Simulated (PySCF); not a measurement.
Molecule: `InChI=1S/C4H4FN/c1-2-4(5)3-6/h2H,1H3/b4-2+`.

Geometry:
```
atom   x (Å)   y (Å)   z (Å)
  C1  -1.220  -0.109   0.233
  C2   0.061  -0.754  -0.157
  C3   1.250  -0.145  -0.212
  F4   2.357  -0.793  -0.571
  C5   1.461   1.238   0.101
  N6   1.621   2.358   0.354
  H7  -1.946  -0.160  -0.595
  H8  -1.087   0.946   0.510
  H9  -1.674  -0.639   1.085
 H10   0.059  -1.815  -0.428
```

Geometry PBE0-D3(BJ)/def2-SVP throughout; GIAO in PySCF 2.14.0 with density-fitted response routines, gas phase, one conformer, non-relativistic; equivalent atoms averaged; basis pcSseg-2.

For orientation, BLYP gives these shifts δ (against TMS, CFCl3, NH3 at the same level): C3 145.8, C2 132.4, C5 116.7, C1 15.5, F4 -136.1, N6 328.0, H10 6.14, H7/H8/H9 2.02 ppm.

A run gave: C3 141.2, C2 128.5, C5 114.7, C1 15.7, F4 -131.6, N6 314.8, H10 6.12, H7/H8/H9 2.01 ppm (shifts δ (against TMS, CFCl3, NH3 at the same level)).

Which functional was used in that run?
A. PBE0
B. B97-D
C. KT2
D. HF

## Answers

B. C2 tells them apart best: B97-D gives 128.5, PBE0 gives 134.9, KT2 gives 123.3, HF gives 137.3 ppm.
